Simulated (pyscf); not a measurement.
Thermochemistry of product channels of F–N(F)–F + F–SiH(F)–F on the singlet surface, in eV, from ωB97M-D3(BJ)/def2-TZVP energies (ideal gas, 1 atm, RRHO with modes under 100 cm⁻¹ raised to 100, one conformer, R ln 2 for chiral ones without a mode under 150 cm⁻¹). Single points on ωB97X-D3(BJ)/def2-SVP structures (PySCF, gas phase).

```tsv
products	ΔE	ΔH(298 K)	ΔG(900 K)	ΔG(1200 K)
HF + F–N(F)–Si(F)(F)–F	-1.84	-1.81	-1.84	-1.88
F–Si(F)(F)–F + F–NH–F	[?]	-3.34	-3.33	-3.31
```

Problem. What belongs in the gaps?

Solution. 
- F–Si(F)(F)–F + F–NH–F, ΔE: -3.45

These are energies of the channels, which say nothing of barriers.
